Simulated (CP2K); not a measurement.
# SiH4O2 (SMILES O[SiH2]O): PM6

What is the vertical ionisation energy of SiH4O2 at PM6? 

Program for the calculation: CP2K 2026.2.

3 further runs of the same task are left out: 1 that didn't finish, 2 set aside as unsound or not needed.

## 1. The structure to begin with

SiH4O2: 7 atoms, total charge 0, spin state singlet. SMILES: `O[SiH2]O`. The coordinates come from a PBE0-D4/def2-TZVP relaxation. This is one conformer, not always the lowest.

Bond lengths: O1–Si2 1.641 Å, Si2–O3 1.642 Å, O1–H4 0.959 Å, Si2–H5 1.481 Å, Si2–H6 1.482 Å, O3–H7 0.958 Å. Angles: O1–Si2–O3 113.5°, O1–Si2–H5 111.5°, O1–Si2–H6 103.9°, O3–Si2–H5 103.9°, O3–Si2–H6 111.5°, Si2–O1–H4 117.7°, Si2–O3–H7 117.7°, H5–Si2–H6 112.9°.

## 2. A single-point energy at PM6

Input file molecule.pdb:

```
HETATM    1 O    MOL A   1      -1.385  -0.244  -0.354  1.00  0.00           O
HETATM    2 Si   MOL A   1       0.051   0.422   0.079  1.00  0.00          SI
HETATM    3 O    MOL A   1       1.274  -0.669   0.183  1.00  0.00           O
HETATM    4 H    MOL A   1      -1.457  -0.616  -1.235  1.00  0.00           H
HETATM    5 H    MOL A   1       0.527   1.393  -0.933  1.00  0.00           H
HETATM    6 H    MOL A   1      -0.229   1.049   1.392  1.00  0.00           H
HETATM    7 H    MOL A   1       1.219  -1.336   0.869  1.00  0.00           H
END
```

Input file mol.inp:

```
&GLOBAL
  PROJECT mol
  RUN_TYPE ENERGY
  PRINT_LEVEL MEDIUM
&END GLOBAL

&FORCE_EVAL
  METHOD QUICKSTEP
  &DFT
    ! Quickstep
    &QS
      METHOD PM6
      EPS_DEFAULT 1.0E-10
      &SE
        &COULOMB
          CUTOFF [angstrom] 50
          RC_RANGE [angstrom] 0
        &END COULOMB
        &EXCHANGE
          CUTOFF [angstrom] 50
          RC_RANGE [angstrom] 0
        &END EXCHANGE
      &END SE
    &END QS
    &POISSON
      PERIODIC NONE
      POISSON_SOLVER ANALYTIC
    &END POISSON
    ! SCF settings
    &SCF
      SCF_GUESS ATOMIC
      EPS_SCF 1.0E-06
      MAX_SCF 150
      ADDED_MOS 2
      &DIAGONALIZATION
        ALGORITHM STANDARD
      &END DIAGONALIZATION
      &MIXING
        METHOD DIRECT_P_MIXING
        ALPHA 0.4
      &END MIXING
    &END SCF
    ! extra output
    &PRINT
      &MOMENTS
        PERIODIC F
        REFERENCE COM
        MAX_MOMENT 1
      &END MOMENTS
      &MO ON
        ENERGIES T
        OCCUPATION_NUMBERS T
        NDIGITS 6
        &EACH
          QS_SCF 0
        &END EACH
        ADD_LAST NUMERIC
      &END MO
      &HIRSHFELD OFF
      &END HIRSHFELD
    &END PRINT
  &END DFT
  ! structure
  &SUBSYS
    &CELL
      ABC 18.7 18.7 18.6
      PERIODIC NONE
    &END CELL
    &TOPOLOGY
      COORD_FILE_NAME molecule.pdb
      COORD_FILE_FORMAT PDB
      CONN_FILE_FORMAT OFF
      &CENTER_COORDINATES
      &END CENTER_COORDINATES
    &END TOPOLOGY
  &END SUBSYS
&END FORCE_EVAL
```

The run is started by

```bash
$ OMP_NUM_THREADS=1 cp2k.psmp mol.inp > mol.out
```

What it wrote, cut to the lines that bear on the results:

```text
CP2K| version string:                                       CP2K version 2026.2
[...]
 GLOBAL| Method name                                                        CP2K
[...]
 GLOBAL| Run type                                                         ENERGY
[...]
                             - Atoms:                                          7
[...]
                             - Spherical basis functions:                     21
[...]
 Number of electrons:                                                         20
[...]
     1 P_Mix/Diag. 0.40E+00    0.0     0.69393427       -21.7304151981 -2.17E+01
[...]
    16 DIIS/Diag.  0.31E-06    0.0     0.00000097       -26.1963761783 -2.11E-11
  *** SCF run converged in    16 steps ***
  Core-core repulsion energy [eV]:                            884.27867895679833
  Core Hamiltonian energy [eV]:                             -1200.16819828661596
  Two-electron integral energy [eV]:                         -793.90025701904983
  Electronic energy [eV]:                                   -1597.11832679614076
  Total energy [eV]:                                         -712.83964783934243
  Atomic reference energy [eV]:                               706.57364086593009
  Heat of formation [kcal/mol]:                              -144.49756497390314
[...]
 SE_DIPOLE| Moment [Debye]          0.18723694       1.47468442       0.28013411
 SE_DIPOLE| Derivative [a.u.]       0.00000000       0.00000000       0.00000000
 ENERGY| Total FORCE_EVAL ( QS ) energy [hartree]            -26.196376178332116
[...]
```

It took 2.1 s on 1 thread of Intel Xeon at 2.50GHz (Skylake/Cascade Lake), shared host; peak memory 0.23 GiB.

## 3. The doublet cation at the same level

molecule.pdb is that of step 2.

Input file run.inp:

```
&GLOBAL
 PROJECT_NAME run
 RUN_TYPE ENERGY
 PRINT_LEVEL MEDIUM
&END GLOBAL

&FORCE_EVAL
 METHOD Quickstep
 &DFT
  CHARGE 1
  MULTIPLICITY 2
  UKS T
  &QS
   METHOD PM6
   EPS_DEFAULT 1.0E-10
   &SE
    &COULOMB
     CUTOFF [angstrom] 50
     RC_RANGE [angstrom] 0
    &END COULOMB
    &EXCHANGE
     CUTOFF [angstrom] 50
     RC_RANGE [angstrom] 0
    &END EXCHANGE
   &END SE
  &END QS
  &POISSON
   PERIODIC NONE
   POISSON_SOLVER ANALYTIC
  &END POISSON
  &SCF
   SCF_GUESS ATOMIC
   EPS_SCF 1.0E-06
   MAX_SCF 150
   ADDED_MOS 2
   &DIAGONALIZATION
    ALGORITHM STANDARD
   &END DIAGONALIZATION
   &MIXING
    METHOD DIRECT_P_MIXING
    ALPHA 0.4
   &END MIXING
  &END SCF
  &PRINT
   &MOMENTS
    PERIODIC F
    REFERENCE COM
    MAX_MOMENT 1
   &END MOMENTS
   &MO ON
    ENERGIES T
    OCCUPATION_NUMBERS T
    NDIGITS 6
    &EACH
     QS_SCF 0
    &END EACH
    ADD_LAST NUMERIC
   &END MO
   &HIRSHFELD OFF
   &END HIRSHFELD
  &END PRINT
 &END DFT
 &SUBSYS
  &CELL
   ABC 18.7 18.7 18.6
   PERIODIC NONE
  &END CELL
  &TOPOLOGY
   COORD_FILE_NAME molecule.pdb
   COORD_FILE_FORMAT PDB
   CONN_FILE_FORMAT OFF
   &CENTER_COORDINATES
   &END CENTER_COORDINATES
  &END TOPOLOGY
 &END SUBSYS
&END FORCE_EVAL
```

The run is started by

```bash
$ OMP_NUM_THREADS=1 cp2k.psmp -i run.inp -o run.out
```

What it wrote, cut to the lines that bear on the results:

```text
CP2K| version string:                                       CP2K version 2026.2
[...]
 GLOBAL| Method name                                                        CP2K
[...]
 GLOBAL| Run type                                                         ENERGY
[...]
                             - Atoms:                                          7
[...]
                             - Spherical basis functions:                     21
[...]
 Number of electrons:                                                         10
[...]
     1 P_Mix/Diag. 0.40E+00    0.0     0.40675761       -21.3418283689 -2.13E+01
[...]
    18 DIIS/Diag.  0.29E-06    0.0     0.00000062       -25.8084779860 -1.73E-11
  *** SCF run converged in    18 steps ***
  Core-core repulsion energy [eV]:                            884.27867895679833
  Core Hamiltonian energy [eV]:                             -1175.54294839578597
  Two-electron integral energy [eV]:                         -822.04026358103476
  Electronic energy [eV]:                                   -1586.56308018630330
  Total energy [eV]:                                         -702.28440122950508
  Atomic reference energy [eV]:                               706.57364086593009
  Heat of formation [kcal/mol]:                                98.91222363505408
[...]
 SE_DIPOLE| Moment [Debye]         -0.26281141      -2.21808177      -0.41934415
 SE_DIPOLE| Derivative [a.u.]       0.00000000       0.00000000       0.00000000
 ENERGY| Total FORCE_EVAL ( QS ) energy [hartree]            -25.808477985962373
[...]
```

It took 1.9 s on 1 thread of Intel Xeon at 2.50GHz (Skylake/Cascade Lake), shared host; peak memory 0.23 GiB.

## 4. Outcome

Level: PM6.

| quantity | value |
| --- | --- |
| singlet SiH4O2: total energy | -26.19638 Eh |
| singlet SiH4O2: dipole moment | 1.51 D |
| singlet SiH4O2: HOMO energy | -10.84 eV |
| singlet SiH4O2: LUMO energy | 0.28 eV |
| singlet SiH4O2: HOMO–LUMO gap | 11.12 eV |
| singlet SiH4O2: heat of formation | -144.5 kcal/mol |
| doublet cation: total energy | -25.80848 Eh |
| doublet cation: HOMO energy (highest over α and β) | -17.51 eV |
| doublet cation: LUMO energy (lowest over α and β) | -10.28 eV |
| doublet cation: heat of formation | 98.9 kcal/mol |
| vertical ionisation energy (to the doublet cation) | 10.555 eV |

**Reading.** The vertical ionisation energy comes to 10.56 eV (1018 kJ/mol).
